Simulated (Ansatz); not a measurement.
**Radical addition**

Start structure (C2H5O, doublet), relaxed at PBE0-D4/def2-TZVP:

```
8
angstrom
O -1.7230 -1.3985 -0.3698
C -1.5480 -0.2867 0.0368
C 1.5304 0.2920 -0.0331
H -1.3935 -0.0705 1.1126
H -1.5410 0.5927 -0.6374
H 1.6968 0.2832 1.0344
H 1.5488 1.2277 -0.5732
H 1.4296 -0.6400 -0.5702
```

The step: CH₂O ([CH2][O]) + CH₃ → C₂H₅O ([CH2][O][CH3]); bonds formed: O1–C3. Ansatz 0.2.0; basis: def2-TZVPP and def2-QZVPP; cores frozen in the correlated methods; orbitals are unrestricted. Extrapolation: Hartree–Fock as exp(−7.88 √X), correlation as X^−2.97. Energies below are by CCSD(T) at an estimated basis limit (MP2 extrapolated from triple and quadruple zeta, plus CCSD(T) − MP2 in triple zeta).

Q: What are the electronic barrier and the energy of the step, from the start structure to the end structure? (An estimate is asked for; the value comes from the calculation.)

A: By the calculation: Barrier 77.0 kJ/mol; step energy -50.0 kJ/mol (downhill); reverse barrier, their difference, 126.9 kJ/mol. Barrier and step energy count from the start structure, the reverse barrier from the end structure.

The saddle point: One imaginary mode of 574i cm⁻¹.
```
 pair  start (Å)  saddle (Å)  end (Å)
O1–C3       3.68        1.96     1.41
```

Zero-point energy (harmonic, PBE0-D4): ZPE is 152.2 kJ/mol at the start and 158.5 kJ/mol at the saddle, so the barrier goes from 77.0 to 83.3 kJ/mol.

T1 diagnostic: at most 0.036. ⟨S²⟩ of the unrestricted Hartree–Fock references: 0.76 to 1.00 (a pure state has 0.75). The unrestricted reference is spin-contaminated, which hurts MP2 most.

Labels in which every atom is bracketed show which atoms are joined, not bond orders.

For scale, one of the runs: CCSD(T)/def2-TZVPP, 163 basis functions, launched by `ansatz run in.yaml --threads 2 --pin off --events-out ev --progress --plain --max-ram 4352MiB`. The run took 35 s on 2 CPU threads of an Intel Xeon 6975P-C (shared host), with 3.5 GiB of host memory at its peak.
